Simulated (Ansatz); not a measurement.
```yaml
crystal:
  periodic: [false, false, false]
  atoms:
    - {symbol: Br, position_ang: [0.000000, 0.000000, 0.000000]}
    - {symbol: Na, position_ang: [0.000000, 0.000000, 2.604000]}
basis:
  gaussian: {orbitals: def2-TZVP}
hamiltonian: {xc: pbe0}
relax: {f_tol: 0.004, max_steps: 80}
```

```sh
$ ansatz run in.yaml --threads 1 --pin off --events-out ev --progress --plain --max-ram 2176MiB
```

Steps of the relaxation (energy above the last step; positions in Å, forces in eV/Å):

```
2
step 1, 24.1 meV
Br    0.000    0.000    0.000    0.000    0.000    0.469
Na    0.000    0.000    2.604    0.000    0.000   -0.469
```

```
2
step 2, 2.2 meV
Br    0.000    0.000    0.034    0.000    0.000    0.155
Na    0.000    0.000    2.570    0.000    0.000   -0.155
```

```
2
step 3, 0.1 meV
Br    0.000    0.000    0.051    0.000    0.000   -0.033
Na    0.000    0.000    2.553    0.000    0.000    0.033
```

```
2
step 4, 0.0 meV
Br    0.000    0.000    0.049    0.000    0.000   -0.003
Na    0.000    0.000    2.555    0.000    0.000    0.003
```

Close pairs at the end: Br1–Na2 2.507 Å.

A stationary point of restricted PBE0 after 4 steps (its stability towards spin polarisation wasn't tested). 11 s on 1 thread of Arm Neoverse V2, shared host.
